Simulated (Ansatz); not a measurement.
Worked example: correlation energy of BH, singlet

Geometry: a PBE0/def2-TZVP stationary point for this spin.

```xyz
2

B     0.0000    0.0000    0.0000
H     0.0000    0.0000    1.2410
```

Basis cc-pVQZ; Ansatz 0.2.0. Correlated methods freeze the noble-gas cores, which leaves 4 electrons in 84 orbitals. Prefix R: restricted or restricted open-shell reference.

Full CI is exact within this basis and frozen core; it isn't the basis-set limit.

Runs differ by some tens of microhartree through their thresholds, so steps under 0.03 kcal/mol mean nothing.

```csv
level,total energy (hartree)
RHF,-25.131190
RMP2,-25.209366
RCCSD,-25.232822
RCCSD(T),-25.235043
RCCSDT,-25.235459
RCCSDT(Q),-25.235530
full CI,-25.235548
```

**Question.** What is the correlation energy at full CI, and what share of it do RMP2 and RCCSD recover?

**Answer.** E(corr) = -25.235548 − (-25.131190) = -0.104358 hartree = -2.840 eV. RMP2: -0.078176 / -0.104358 = 74.91 %. RCCSD: -0.101632 / -0.104358 = 97.39 %.

**Question.** By how many kcal/mol does RCCSD(T) miss full CI (1 hartree = 627.509 kcal/mol), and which steps make up the rest?

**Answer.** -25.235043 − (-25.235548) = 0.000505 hartree = 0.32 kcal/mol. Steps: RCCSDT − RCCSD(T) = -0.26, RCCSDT(Q) − RCCSDT = -0.04, full CI − RCCSDT(Q) = -0.01 kcal/mol. That is within 1 kcal/mol of the reference in this basis, which itself misses far more of the correlation at the basis-set limit.
